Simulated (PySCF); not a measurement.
Species: C5H9N.
SMILES with atom numbers: `[CH2:1]=[CH:2][N:3]=[C:4]([CH3:5])[CH3:6]` (hydrogens: H7, H8 on C1; H9 on C2; H10, H11, H12 on C5; H13, H14, H15 on C6)

Computed with core-valence-separated Tamm–Dancoff BHandHLYP/aug-pcX-1 (pcseg-1 on H) in PySCF, non-relativistic, gas phase, PBE0-D3(BJ)/def2-SVP geometry. No empirical shift is added; at this level the pattern usually sits a few eV under experiment.

(1) List the carbon K-edge absorption lines.

(2) What does the N 1s absorption edge look like?

Results:

(1) 
```
E (eV)       f  core hole on  main final orbital                        polarisation
282.70  0.0533            C1              spread  normal to the local trigonal plane
283.26  0.0723            C4         LUMO (35 %)  normal to the local trigonal plane
283.46  0.0662            C2              spread  normal to the local trigonal plane
285.10  0.0026            C6         LUMO (41 %)                                   –
285.13  0.0022            C5         LUMO (57 %)                                   –
285.45  0.0075            C1              spread         in the local trigonal plane
285.46  0.0098            C6       LUMO+1 (48 %)                                   –
285.57  0.0095            C5       LUMO+1 (43 %)                                   –
285.88  0.0216            C1              spread         in the local trigonal plane
286.22  0.0085            C2       LUMO+3 (32 %)                               mixed
286.34  0.0069            C1       LUMO+5 (38 %)         in the local trigonal plane
286.45  0.0303            C6              spread                                   –
286.48  0.0257            C5       LUMO+4 (37 %)                                   –
286.48  0.0318            C6              spread                                   –
286.62  0.0233            C5              spread                                   –
286.63  0.0025            C1       LUMO+4 (32 %)  normal to the local trigonal plane
286.86  0.0180            C2              spread                               mixed
286.87  0.0040            C5       LUMO+3 (43 %)                                   –
286.87  0.0022            C1              spread  normal to the local trigonal plane
286.97  0.0018            C6       LUMO+2 (36 %)                                   –
287.18  0.0047            C1              spread         in the local trigonal plane
287.29  0.0041            C6              spread                                   –
287.38  0.0047            C5       LUMO+2 (37 %)                                   –
```

The first line with a tenth or more of the strongest one's intensity is at 282.70 eV (f = 0.053), with the hole on C1 (terminal =CH2 carbon), polarised normal to the local trigonal plane: a 1s→π* resonance. The strongest listed is at 283.26 eV (f = 0.072; C4, 1s→π*).

(2) 
| E (eV) | f | core hole on | main final orbital |
| --- | --- | --- | --- |
| 396.50 | 0.0551 | N3 | LUMO (31 %) |
| 400.00 | 0.0089 | N3 | spread |
| 400.96 | 0.0019 | N3 | LUMO+1 (34 %) |
| 401.48 | 0.0008 | N3 | LUMO+4 (34 %) |
| 401.67 | 0.0008 | N3 | LUMO+2 (73 %) |
| 401.77 | 0.0019 | N3 | LUMO+4 (44 %) |
| 402.26 | 0.0009 | N3 | LUMO+5 (41 %) |

The first line with a tenth or more of the strongest one's intensity is at 396.50 eV (f = 0.055), with the hole on N3 (imine nitrogen). It is also the strongest listed.

Roots within 0.03 eV whose holes lie on the same, on equivalent or on shared atoms are summed into one line, and the highest roots are left out, as the search may have cut off their partners. Final orbitals are the ground state's empty Kohn–Sham orbitals. A dash: too weak, shared between unlike atoms, or no plane or axis to refer to.

Task: What is the summed oscillator strength of the listed C K lines, and their intensity-weighted mean energy?

Result: Σf = 0.413 over 23 lines from 282.70 to 287.38 eV; the weighted mean is 284.88 eV. The strongest line holds 17 % of the sum.

The list ends where the root search ended, not at a threshold.

Conformer computed: `[CH2:1]=[CH:2][N:3]=[C:4]([CH3:5])[CH3:6]`: C1–C2–N3–C4 64°.

One conformer stands for the species.
